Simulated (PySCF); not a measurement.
# S₃⁺: doublet, from a equilateral triangle start

The task is one start of a wider search on S₃⁺: the doublet, from a equilateral triangle start. It is relaxed, tested by its Hessian and followed downhill if it is a saddle.

Computed with PySCF 2.14.0. Level: PBE0, basis S def2-TZVP, no relativity, density fitting.

## 1. Where the work starts

3 atoms, charge 1, spin multiplicity 2.

Bond lengths: S1–S2 2.060 Å, S1–S3 2.060 Å, S2–S3 2.060 Å. Angles: S2–S1–S3 60.0°, S1–S2–S3 60.0°, S1–S3–S2 60.0°.

```xyz
3
charge 1 multiplicity 2
S     0.5947   -1.0300    0.0000
S    -1.1893    0.0000    0.0000
S     0.5947    1.0300    0.0000
```

## 2. First SCF at the start

The steps below are one call of a driver around PySCF. For each, scf.py gives the equivalent set-up of the SCF; relaxations use the driver's own optimiser. After this first run the driver tries any further starts and a stability analysis.

Input file scf.py:

```python
from pyscf import gto, scf, dft
mol = gto.M(atom='''
S      0.594670    -1.029990     0.000000
S     -1.189340    -0.000000     0.000000
S      0.594670     1.030000     0.000000''',
    basis={'S': 'def2-TZVP'},
    charge=1, spin=1)
mf = dft.UKS(mol, xc='PBE0')
mf.grids.atom_grid = (50, 194)
aux = {'S': 'def2-universal-JKFIT'}
mf = mf.density_fit(auxbasis=aux)
mf.conv_tol = 1e-08
mf.diis_space = 10
mf.max_cycle = 60
mf.init_guess = 'minao'
mf.verbose = 4
mf.kernel()
```

Command:

```bash
OMP_NUM_THREADS=4 python axn.py task.json out
```

The log of the run:

```text
init E= -1194.65635079079
[... the frontier-level lines of each cycle are left out ...]
cycle= 1 E= -1193.80705420785  delta_E= 0.849  |g|= 0.262  |ddm|= 1.41
cycle= 2 E= -1193.78778961597  delta_E= 0.0193  |g|= 0.326  |ddm|= 0.564
cycle= 3 E= -1193.83991673516  delta_E= -0.0521  |g|= 0.11  |ddm|= 0.332
cycle= 4 E= -1193.84646476013  delta_E= -0.00655  |g|= 0.0242  |ddm|= 0.105
cycle= 5 E= -1193.84677198382  delta_E= -0.000307  |g|= 0.0127  |ddm|= 0.0276
cycle= 6 E= -1193.84682215314  delta_E= -5.02e-05  |g|= 0.00904  |ddm|= 0.0188
cycle= 7 E= -1193.84687718283  delta_E= -5.5e-05  |g|= 0.00262  |ddm|= 0.0119
cycle= 8 E= -1193.84688411298  delta_E= -6.93e-06  |g|= 0.00102  |ddm|= 0.00386
cycle= 9 E= -1193.84688624002  delta_E= -2.13e-06  |g|= 0.000892  |ddm|= 0.00329
cycle= 10 E= -1193.84688795497  delta_E= -1.71e-06  |g|= 0.000826  |ddm|= 0.00308
cycle= 11 E= -1193.84689049246  delta_E= -2.54e-06  |g|= 0.000787  |ddm|= 0.0049
cycle= 12 E= -1193.84689776537  delta_E= -7.27e-06  |g|= 0.000701  |ddm|= 0.0153
cycle= 13 E= -1193.8469108083  delta_E= -1.3e-05  |g|= 0.000604  |ddm|= 0.0353
cycle= 14 E= -1193.84691247522  delta_E= -1.67e-06  |g|= 0.000424  |ddm|= 0.00547
cycle= 15 E= -1193.84691933271  delta_E= -6.86e-06  |g|= 0.000715  |ddm|= 0.0414
cycle= 16 E= -1193.84691873311  delta_E= 6e-07  |g|= 0.000226  |ddm|= 0.00968
cycle= 17 E= -1193.84691996252  delta_E= -1.23e-06  |g|= 0.000638  |ddm|= 0.0248
cycle= 18 E= -1193.84692022466  delta_E= -2.62e-07  |g|= 0.000134  |ddm|= 0.00235
cycle= 19 E= -1193.84692024392  delta_E= -1.93e-08  |g|= 9.77e-05  |ddm|= 0.00245
cycle= 20 E= -1193.84692024972  delta_E= -5.79e-09  |g|= 3.69e-05  |ddm|= 6.79e-05
Extra cycle  E= -1193.84692024722  delta_E= 2.49e-09  |g|= 7.42e-05  |ddm|= 9.25e-05
converged SCF energy = -1193.84692024722  <S^2> = 0.75581043  2S+1 = 2.005802
```

This step, with its further starts and checks, ran for 11 s (4 threads of Arm Neoverse V1, shared host).

The starts that the driver tried:

```
                      start   energy (Eh)
    the minimal-basis guess  -1193.846920
a thermally smeared density  -1193.846675
      a smeared PBE density  -1193.846675
```

No lower solution of this spin turned up from the other starts or in the test of internal stability.

## 3. Relaxation: equilateral triangle start, doublet

The program finds D3h symmetry in the start, which this walk keeps. The walk stops when the largest gradient is under 0.0003 Eh/bohr and the energy has settled too.

scf.py, as its differences from that of step 2:

```diff
@@ -3,3 +3,3 @@
-S      0.594670    -1.029990     0.000000
-S     -1.189340    -0.000000     0.000000
-S      0.594670     1.030000     0.000000''',
+S      0.594670    -1.029996     0.000000
+S     -1.189338    -0.000002     0.000000
+S      0.594668     1.029998     0.000000''',
@@ -15 +14,0 @@
-mf.init_guess = 'minao'
```

Energy and gradient, step by step:

```
step   energy (Eh)  change (kJ/mol)  largest symmetric gradient (Eh/bohr)
   0  -1193.846920             0.00                               0.01133
   1  -1193.847293            -0.98                               0.00080
   2  -1193.847295            -0.98                               0.00004
```

The walk took 3.6 s.

Geometry (Å) and forces (eV/Å) at some steps, with the part that breaks the symmetry left in:

```
step 0
S    0.595  -1.030   0.000  -1.081   1.873   0.000
S   -1.189   0.000   0.000  -0.208  -1.368   0.000
S    0.595   1.030   0.000   1.289  -0.505   0.000
step 1
S    0.589  -1.021   0.000  -0.840   1.454   0.000
S   -1.179   0.000   0.000  -0.778  -1.419   0.000
S    0.589   1.021   0.000   1.618  -0.036   0.000
step 2
S    0.589  -1.020   0.000  -0.821   1.421   0.000
S   -1.178   0.000   0.000  -0.823  -1.423   0.000
S    0.589   1.020   0.000   1.643   0.002   0.000
```

End point (D3h, 2 steps, 1.0 kJ/mol gained): S–S 2.040 Å (×3); S–S–S 60.0° (×3). A gradient of 0.0319 Eh/bohr that breaks the symmetry is left: this electronic state wants a lower symmetry.

## 4. Releasing the symmetry

The geometry is nudged along the force that breaks the symmetry.

The program finds C2v symmetry in the start, which may break. The walk stops when the largest gradient is under 0.0003 Eh/bohr and the energy has settled too.

scf.py, as its differences from that of step 3:

```diff
@@ -3,3 +3,3 @@
-S      0.594670    -1.029996     0.000000
-S     -1.189338    -0.000002     0.000000
-S      0.594668     1.029998     0.000000''',
+S      0.555800    -0.969921    -0.000000
+S     -1.211350    -0.049941     0.000000
+S      0.655551     1.019862    -0.000000''',
```

The optimiser's trace:

```
step   energy (Eh)  change (kJ/mol)  largest gradient (Eh/bohr)
   0  -1193.852360             0.00                     0.00231
   1  -1193.852384            -0.06                     0.00044
   2  -1193.852385            -0.06                     0.00002
```

The walk took 3.8 s.

After 2 steps and 0.1 kJ/mol it ends at C2v: S–S 1.992 Å (×2), S–S 2.142 Å; S–S–S 57.5° (×2), S–S–S 65.0°.

## 5. Hessian and properties

The point is checked on the finer grid, and tightened if its gradient asks for it. The Hessian and the dipole derivatives come from central differences of analytic gradients, with steps of 0.02 bohr.

scf.py, as its differences from that of step 4:

```diff
@@ -3,3 +3,3 @@
-S      0.555800    -0.969921    -0.000000
-S     -1.211350    -0.049941     0.000000
-S      0.655551     1.019862    -0.000000''',
+S      0.556861    -0.971772    -0.000000
+S     -1.207710    -0.046625     0.000000
+S      0.650849     1.018397    -0.000000''',
@@ -9 +9 @@
-mf.grids.atom_grid = (50, 194)
+mf.grids.atom_grid = (75, 302)
@@ -12 +12 @@
-mf.conv_tol = 1e-08
+mf.conv_tol = 1e-10
```

The driver hands on the density of the step before, so the log starts near convergence.

Log of the central SCF (cycles and frontier levels):

```text
init E= -1193.85241569603
[... the frontier-level lines of each cycle are left out ...]
cycle= 1 E= -1193.85241569601  delta_E= 1.73e-11  |g|= 6.92e-06  |ddm|= 1.13e-05
Extra cycle  E= -1193.85241569588  delta_E= 1.33e-10  |g|= 1.57e-05  |ddm|= 2e-05
converged SCF energy = -1193.85241569588  <S^2> = 0.75552891  2S+1 = 2.0055213
```

The whole step took 21 s.

Geometry: C2v; S–S 1.992 Å (×2), S–S 2.142 Å; S–S–S 57.5° (×2), S–S–S 65.0°.

Modes, for the most abundant isotopes:

```tsv
symmetry	ω (cm⁻¹)	IR (km/mol)
b2	168	127
a1	452	2.2
a1	687	0.5
```

Every mode is real; the point is a minimum.

Constants and moments:

```yaml
Dipole_moment_about_the_centre_of_mass: 0.69 D
Highest_occupied_level: -13.22 eV
Lowest_empty_level: -10.98 eV
Rotational_constants: 0.2802, 0.2298, 0.1263 cm⁻¹
Zero-point_energy: 7.8 kJ/mol
Principal_polarisabilities: 26.5, 48.4, 63.6 bohr³
Principal_traceless_quadrupole_moments_about_the_centre_of_mass: -8.83, 4.09, 4.74 D Å
Entropy_at_298.15_K_and_1_bar_electronic_part_spin_only: 284.5 J/(mol K)
Heat_capacity_Cp_at_298.15_K: 50.4 J/(mol K)
Enthalpy_at_298.15_K_above_0_K: 12.52 kJ/mol
Rotational_symmetry_number: 2
Spin_squared_⟨S²⟩: 0.756
```

Populations by atom (charges in e):

```json
{"atom": "S1", "Mulliken": "0.44", "Löwdin": "0.43", "polar tensor": "0.86", "spin (Mulliken)": "0.65", "Mayer order to S1": "–"}
{"atom": "S2,3", "Mulliken": "0.28", "Löwdin": "0.28", "polar tensor": "0.07", "spin (Mulliken)": "0.18", "Mayer order to S1": "1.35"}
```

Outer orbital energies (eV). α occupied: -25.66, -25.45, -18.89, -18.68, -17.90, -17.03, -14.15, -13.80; empty: -9.09, -8.14, -7.46, -2.67. β occupied: -32.36, -25.49, -24.69, -18.66, -17.70, -17.59, -16.88, -13.22; empty: -10.98, -8.96, -7.99, -7.23.

Mulliken populations on S1: s 5.89, p 9.42, d 0.23, f 0.02.

## 6. Outcome

| quantity | value |
| --- | --- |
| minimum | doublet, C2v |
| geometry | S–S 1.992 Å (×2), S–S 2.142 Å; S–S–S 57.5° (×2), S–S–S 65.0° |
| wavenumbers (cm⁻¹) | 168 (b2), 452 (a1), 687 (a1) |
| dipole moment (centre of mass) | 0.69 D |
| highest occupied, lowest empty level (either spin) | -13.22, -10.98 eV |
| polar-tensor charge of S1 | +0.86 e |
| zero-point energy | 7.8 kJ/mol |
| entropy at 298.15 K | 284.5 J/(mol K) |
| ⟨S²⟩ | 0.756 |

In words: From D3h at the start the molecule goes to a C2v minimum. In the infrared the band at 168 cm⁻¹ (b2) leads. Only this shape and spin were tried, so other structures or states may lie lower.

The search up to here ran for 39 s (4 threads of Arm Neoverse V1, shared host).
